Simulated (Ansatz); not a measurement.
Scan of BH3, triplet

Starting geometry (PBE0/def2-TZVP stationary point for this spin, not checked as a minimum):

```tsv
atom	x (Å)	y (Å)	z (Å)
B	-0.1149	0.0000	0.0891
H	0.3114	0.5391	-0.9919
H	0.6095	0.0000	1.0286
H	0.3113	-0.5391	-0.9919
```

From there H4 moves along the line of the two atoms named below, all else staying in place; atoms are numbered as listed. Energies are in kcal/mol, counted from the starting geometry at the same level. Kohn–Sham curves are unrestricted where that lies lower.

Basis cc-pVDZ; Ansatz 0.2.0. Only valence electrons are correlated (noble-gas cores frozen).

Full CI is exact within this basis and frozen core; it isn't the basis-set limit.

```
distance B1-H4 (Å)  wB97M-V
             1.039     18.2
             1.180      2.9
             1.281      0.0
             1.375      0.8
             1.567      7.8
             1.808     18.4
             2.016     24.5
             2.421     27.8
             2.831     27.5
             3.445     26.7
             4.390     26.4
```

Problem. Estimate the full CI curve in cc-pVDZ from this one, knowing how wB97M-V errs.

Solution. The computed full CI values, in kcal/mol from the starting point, and the error of wB97M-V against them:
```
distance B1-H4 (Å)  full CI  wB97M-V less full CI
             1.039     19.0                  -0.8
             1.180      3.1                  -0.2
             1.281      0.0                   0.0
             1.375      0.7                   0.1
             1.567      7.4                   0.4
             1.808     16.9                   1.5
             2.016     21.6                   2.9
             2.421     23.0                   4.8
             2.831     21.9                   5.6
             3.445     21.1                   5.6
             4.390     20.9                   5.5
```

wB97M-V at 4.390 Å lies 5.5 kcal/mol (26 %) above the reference in this basis.

In so small a basis the reference is far from its limit while semilocal and hybrid functionals are nearer theirs, so the functionals' errors here hold much of the reference's basis and frozen-core error, which can add to them or hide them.
